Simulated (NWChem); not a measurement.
Molecule: Na2; SMILES [Na][Na]

Results from NWChem. All runs use the structure optimised with PBE-D3(BJ)/def2-SVP. Level BLYP/def2-SVP: single points from the atomic guess with DIIS by default; each run changes one setting, and all converged runs end within 0.3 mHa of each other.

**Question.** Which setting needs the most SCF iterations, or fails (level shift of 0.5 Ha throughout; no DIIS, 40 % damping; DIIS on 20 Fock matrices; DIIS on 3 Fock matrices; defaults)?

**Answer.** level shift of 0.5 Ha throughout, with 19 against 5 for the defaults.
```json
[
 {"setting": "defaults", "SCF iterations": "5"},
 {"setting": "level shift of 0.5 Ha throughout", "SCF iterations": "19"},
 {"setting": "DIIS on 20 Fock matrices", "SCF iterations": "5"},
 {"setting": "DIIS on 3 Fock matrices", "SCF iterations": "6"},
 {"setting": "no DIIS, 40 % damping", "SCF iterations": "11"}
]
```
